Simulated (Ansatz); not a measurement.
# GeH⁺, singlet along the distance Ge1-H2

Starting geometry (PBE0/def2-TZVP stationary point for this spin):

```xyz
2

Ge    0.0000    0.0000    0.0000
H     0.0000    0.0000    1.5886
```

From there H2 moves along the line of the two atoms named below, all else staying in place; atoms are numbered as listed. Energies are in kJ/mol, counted from the starting geometry at the same level. Kohn–Sham curves are unrestricted where that lies lower, except RKS.

Basis cc-pVQZ; Ansatz 0.2.0. Correlated methods freeze the noble-gas cores and the filled d shells of p-block atoms. No spin–orbit coupling is included, and no scalar relativity.

Unrestricted Kohn–Sham rows aren't spin-pure: their determinants' ⟨S²⟩ exceeds S(S+1) by up to 1.01, so they mix in states of higher spin. A value is left out where its run failed or describes another state than the reference as far as symmetry and spin tell, or, spin-broken singlets apart, can't be checked.

Functionals correlate the shells that the reference freezes, so part of their error here is the reference's.

Full CI is exact within this basis and frozen core; it isn't the basis-set limit.

```
distance Ge1-H2 (Å)  full CI  SPW92    PBE   BLYP  r2SCAN   PBE0  B3LYP  wB97M-V  B2PLYP  RKS PBE0  RPA-PBE
              1.252    135.9  135.6  139.1  139.1   129.9  133.3  133.8    127.2   132.3     133.3    137.5
              1.434     21.1   22.9   24.0   24.1    19.7   20.9   21.3     18.1    20.0      20.9     22.1
              1.589      0.0    0.0    0.0    0.0     0.0    0.0    0.0      0.0     0.0       0.0      0.0
              1.749     15.0   11.9   11.3   10.9    15.5   14.9   14.2     17.8    16.0      14.9     14.0
              1.912     48.6   42.6   41.6   40.6    50.0   49.4   47.5     55.0    51.4      49.4     46.9
              2.144    107.0   99.1   97.9   95.5   111.6  111.9  107.9    121.3   114.5     111.9    105.4
              2.601    208.0  211.0  209.4  203.2   218.8  225.8  221.3    239.0   233.9     235.9    212.9
              2.959    256.1  275.5  258.0  254.2   257.1  262.2  264.5    273.4   268.7     315.2    267.7
              3.431    285.6  309.9  277.8  279.9   279.9      –  286.0    288.6   284.9     391.2    282.5
              4.317    298.5  325.5  287.2  290.7   291.0  286.7  296.3    293.9       –     466.7    288.8
              5.290    300.1  327.9  289.5  292.5   293.3  288.8  298.7    295.8   293.9     495.4    283.9
```

SPW92 at 5.290 Å lies 27.8 kJ/mol (9 %) above the reference in this basis. RKS PBE0 keeps both spins in the same orbitals, so it can't give open-shell fragments and ends 195.3 kJ/mol too high at 5.290 Å.
